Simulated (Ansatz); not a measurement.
## Structure relaxation of Zn₂Cl₃

Computed with Ansatz, DFT PBE, scalar-relativistic, plane waves, PAW. Cutoff 420 eV, Γ-centred k mesh, Gaussian smearing, no spin polarisation in the final step.

This is the end of a relaxation of cell and atoms.

```xyz
5
Lattice="3.7527 0.0000 0.0000 -1.8763 3.2499 0.0000 0.0000 0.0000 9.8804" Properties=species:S:1:pos:R:3 pbc="T T T"
Zn    0.0000    2.1666    1.7080
Zn    1.8763    1.0833    8.1725
Cl    0.0000    0.0000    0.0000
Cl    0.0000    2.1666    6.9325
Cl    1.8763    1.0833    2.9479
```

Formation energies are uncorrected and refer to the elements' standard structures at the same level (Cl₂ as a molecule).

What space group does it have?

P-3m1 (No. 164). Conventional cell: a = 3.753 Å, c = 9.880 Å. Zn has 3 Cl at 2.50 Å and 3 Cl at 2.76 Å; Cl on Wyckoff site a (1 atom of the primitive cell) is coordinated by 6 Zn at 2.76 Å; Cl on Wyckoff site d (2 atoms of the primitive cell) is coordinated by 3 Zn at 2.50 Å.

What is its formation energy per atom?

-0.72 eV/atom.

Is it a metal?

Yes, bands cross the Fermi level on the 12×12×4 mesh.

The final run used a 12×12×4 mesh on its 5-atom cell and 0.10 eV smearing. For metals, differences of a few meV/atom aren't resolved. Weakly bound directions are ill-defined at this level, which has no dispersion term. The cell came from a trial start, so Zn₂Cl₃ may not exist in this structure.

Cost: 3 runs of about 3.4 core-minutes in all, on Arm Neoverse V1 (shared hosts).